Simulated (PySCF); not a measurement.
CH2PH, CH₃P.
Bonds: C1–P2 (double). Hydrogens: H3, H4 on C1; H5 on P2.

Linear response at wB97X-D/def2-SVPD (PySCF, frozen core in the response, non-relativistic). Geometry: PBE0-D3(BJ)/def2-SVP; no solvent, vibrations or thermal averaging.

Static isotropic polarisability: 39.64 au (5.87 Å³), principal values 30.7, 36.7, 51.6 au.

Question: What is the polarisability at 1064 nm and at the sodium D line?

Answer: 40.20 au at 1064 nm (+1.4 %), 41.55 au at 589.3 nm (+4.8 %). The rise at 589.3 nm is 3.46 times that at 1064 nm; a pure ω² law gives 3.26. The lowest singlet lies at 261 nm, shorter than both wavelengths.

Question: What is the isotropic C6 coefficient between two such molecules, C6 = (3/π)∫α(iω)² dω?

Answer: 514.3 au (Eh·bohr⁶) by a ten-point quadrature over imaginary frequencies, which is 307 eV·Å⁶ or 29.6 J·nm⁶/mol.

Question: Which effective excitation energy ω̄ makes London's formula C6 = (3/4)α²ω̄ exact here?

Answer: ω̄ = 4·C6/(3α²) = 0.436 Eh = 11.9 eV. A one-pole form α(ω) = α/(1 − ω²/ω̄²) fitted to the 1064 nm value gives 9.9 eV.

Question: What three-body coefficient follows from the one-pole estimate C9 = (3/4)·α·C6?

Answer: 15300 au. This is an estimate from the two numbers above, not a computed integral.

Question: How many electrons N does the Slater–Kirkwood formula C6 = (3/4)·√N·α^(3/2) need to give this C6?

Answer: N = (4·C6/3)²/α³ = 7.5; the species has 24 electrons in all.

Question: How anisotropic is the static polarisability, by Δα² = ½[(α1 − α2)² + (α2 − α3)² + (α3 − α1)²]?

Answer: Δα = 18.7 au, or 0.47 of the isotropic value.

Question: What molar refraction at the D line follows from R = (4π/3)·N_A·α′, with α′ the polarisability volume?

Answer: α′ = 6.16 Å³ gives R = 15.53 cm³/mol, for isolated, non-vibrating species.

The run took 2.2 s of wall time (grids of density and orbitals included) on one thread of an Arm Neoverse V2, shared host, and the process peaked at 0.32 GiB of memory. This is the whole response run at wB97X-D/def2-SVPD, SCF included.

The pairwise dispersion term of wB97X-D wasn't added to the energies; at a given geometry it leaves orbitals and properties as they are.
